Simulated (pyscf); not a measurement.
silylamine (H₂N–SiH₃) + amino radical (NH₂•) → H₂N–SiH₂• + ammonia (NH₃), a hydrogen abstraction (doublet surface; H–Si broken, H–N formed). Single points on ωB97X-D3(BJ)/def2-SVP structures (PySCF, gas phase). Correlated levels are frozen-core, on RHF or UHF. ΔMP2 is the change of the MP2 total energy from the triple- to the quadruple-zeta basis. Energies in kJ/mol from the separated reactants.

Small-basis levels: PySCF, no dispersion term, spherical d functions. AM1 to PM7: differences of heats of formation from MOPAC, which are fitted to 298 K values and so differ in kind from electronic energies by zero-point and thermal terms. Open shells are spin-unrestricted. 

```json
[
 {"level": "B3LYP/STO-3G", "barrier": "0.8", "reaction energy": "-9.0"},
 {"level": "B3LYP/3-21G", "barrier": "-10.7", "reaction energy": "-91.7"},
 {"level": "B3LYP/6-31G*", "barrier": "11.4", "reaction energy": "-74.1"},
 {"level": "B3LYP/6-311+G**", "barrier": "10.4", "reaction energy": "-87.5"},
 {"level": "PBE/def2-SVP", "barrier": "-24.2", "reaction energy": "-101.0"},
 {"level": "B3LYP/def2-SVP", "barrier": "…", "reaction energy": "-81.0"},
 {"level": "PM6", "barrier": "…", "reaction energy": "-26.1"},
 {"level": "CCSD(T)/def2-TZVPP + ΔMP2(QZVPP)", "barrier": "…", "reaction energy": "-80.8"}
]
```

Question: Some entries are withheld; supply them.

Answer: 
- B3LYP/def2-SVP, barrier: 6.0
- PM6, barrier: 27.3
- CCSD(T)/def2-TZVPP + ΔMP2(QZVPP), barrier: 23.2

Against the last row the barrier runs from -47.4 (PBE/def2-SVP) to +4.1 kJ/mol (PM6); PM6 happens to lie closest here (4.1 kJ/mol apart). At B3LYP/3-21G, PBE/def2-SVP this geometry lies under one side, so the entry may be no barrier of that level: it is a single point on another level's saddle. CCSD(T)/def2-TZVPP + ΔMP2(QZVPP) has limits of its own. One saddle was located; it need not be the lowest between these sides. The angle at the transferred H is 158°. The CCSD(T) − MP2 part came from Ansatz, without density fitting, on the same reference.
